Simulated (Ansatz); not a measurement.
**Al2H3Cl: basis-set convergence**

Aim: see how fast density functionals converge with the basis set for Al2H3Cl.

Computed with Ansatz 0.2.0, Gaussian basis. Level: one geometry, several basis sets.

The runs, in order: PBE0-D4/def2-SVP; ωB97M-V/def2-SVP; PBE0-D4/def2-QZVPP; ωB97M-V/def2-QZVPP; the functionals' def2-TZVPP values are taken from earlier runs.

### 1 The geometry

The geometry comes from an earlier relaxation with PBE0-D4 in a triple-zeta def2 set; it is a stationary point.

SMILES `[AlH2][AlH][Cl]`, 6 atoms, charge 0, spin multiplicity 1.

Atoms are counted from 1 here; the program's logs count them from 0.

Bond lengths: Al1–Al2 2.602 Å, Al1–H4 1.592 Å, Al1–H5 1.590 Å, Al2–Cl3 2.114 Å, Al2–H6 1.588 Å. Angles: Al2–Al1–H4 121.1°, Al2–Al1–H5 121.0°, H4–Al1–H5 117.9°, Al1–Al2–Cl3 116.9°, Al1–Al2–H6 129.0°, Cl3–Al2–H6 114.0°.

As a file:

```xyz
6
Al2ClH3
Al   -0.8936    0.2552   -0.9884
Al    0.8594   -0.4409    0.8036
Cl    1.3065    0.9761    2.3072
H    -1.2799   -0.7226   -2.1843
H    -1.6131    1.6715   -0.9234
H     1.6627   -1.8034    0.9392
```

### 2 PBE0-D4 in def2-SVP

Contents of in.yaml:

```yaml
crystal:
  periodic: [false, false, false]
  atoms:
    - {symbol: Al, position_ang: [-0.893573, 0.255237, -0.988363]}
    - {symbol: Al, position_ang: [0.859361, -0.440896, 0.803590]}
    - {symbol: Cl, position_ang: [1.306493, 0.976144, 2.307152]}
    - {symbol: H, position_ang: [-1.279858, -0.722628, -2.184331]}
    - {symbol: H, position_ang: [-1.613061, 1.671457, -0.923444]}
    - {symbol: H, position_ang: [1.662738, -1.803414, 0.939195]}
basis:
  gaussian: {orbitals: def2-SVP}
hamiltonian: {xc: pbe0, dispersion: d4}
output: {orbitals: {seedname: orbitals}}
```

On the command line:

```bash
ansatz run in.yaml --threads 2 --pin off --events-out ev --progress --plain --max-ram 4352MiB
```

The runs that follow: ωB97M-V in def2-SVP; PBE0-D4 in def2-QZVPP; ωB97M-V in def2-QZVPP.

**Question.** What will the summary of the whole plan be? Wanted: PBE0-D4: double and triple zeta above quadruple; ωB97M-V: double and triple zeta above quadruple.

The runs gave:

```
                                       quantity          value
PBE0-D4: double and triple zeta above quadruple  9.78, 0.78 eV
ωB97M-V: double and triple zeta above quadruple  9.72, 0.76 eV
```

**Reading.** PBE0-D4 gains 9.00 eV from double to triple zeta, then 0.78 eV more. Total energies overstate the basis error of differences, where much of it tends to cancel.
